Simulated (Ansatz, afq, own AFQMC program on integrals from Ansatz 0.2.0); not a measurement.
Integrals from Ansatz 0.2.0, then the random walk in our own AFQMC program (afq).

```yaml
crystal:
  periodic: [false, false, false]
  atoms:
    - {symbol: B, position_ang: [0.000000, 0.000000, 0.000000]}
basis:
  gaussian: {orbitals: aug-cc-pVTZ}
magnetization: {spin_polarized: true, initial_magnetization: 1}
correlation: {method: ccsd_t, electrons: outside_noble_gas, hamiltonian_folder: ham}
```

```sh
$ ansatz run in.yaml --threads 1 --pin off --events-out ev --progress --plain --max-ram 15360MiB --backend cuda --devices 0, --max-vram 18GiB
```

afq runs on the folder ham with

```
--method free --trial cisd --walkers 4000 --time-step 0.03 --max-blocks 4000 --target-error 0.00013 --factor-cut 1e-05 --seed 7683 --times 0,0.3,0.6,1.2,1.8,2.4,3.6,4.8,6 --taylor-order 8
```

Times are imaginary, in 1/Eh. The walk had a cap of 67 s.

Output of the walk:

```
orbitals 45  electrons 2 1  factors 270 of 270
reference energy -24.53217152 Eh
CCSD correlation -0.06492210 Eh in 10 cycles, weight of the determinant in the CISD state 0.9313
repeat  energy at the last time / Eh  error
    10  -24.598944  0.000021
    20  -24.598917  0.000015
    30  -24.598915  0.000015
time / (1/Eh)  energy / Eh  error  mean overlap
  0.00  -24.597089  0.000000  1.0738
  0.30  -24.597998  0.000005  1.0728
  0.60  -24.598384  0.000006  1.0729
  1.20  -24.598683  0.000006  1.0742
  1.80  -24.598796  0.000009  1.0737
  2.40  -24.598847  0.000011  1.0740
  3.60  -24.598886  0.000009  1.0683
  4.80  -24.598887  0.000014  1.0672
  6.00  -24.598918  0.000015  1.0643
energy -24.598918 +/- 0.000015 Eh
```

The run passed its tests (error under three times the target), which doesn't prove that it has relaxed.

Against this walk (error 0.4 meV) on the same determinant: CCSD(T) 12.7 meV higher, full CI 0.7 meV higher (within the noise). The error is statistical, and a free projection of finite length keeps a remainder of its start.

Cautions: remainder of the start not in the error.

The walk took 46 s on 1 × NVIDIA H100 80GB HBM3 with 2 threads of AMD EPYC 7R13 Processor (Zen 3) (shared host) (the card was shared). The log's last line is the free-projection energy.

A walk keeps the symmetry of its determinant, which the program's search chose and which needn't be the lowest solution, so a lower state of the same spin and another symmetry isn't excluded.
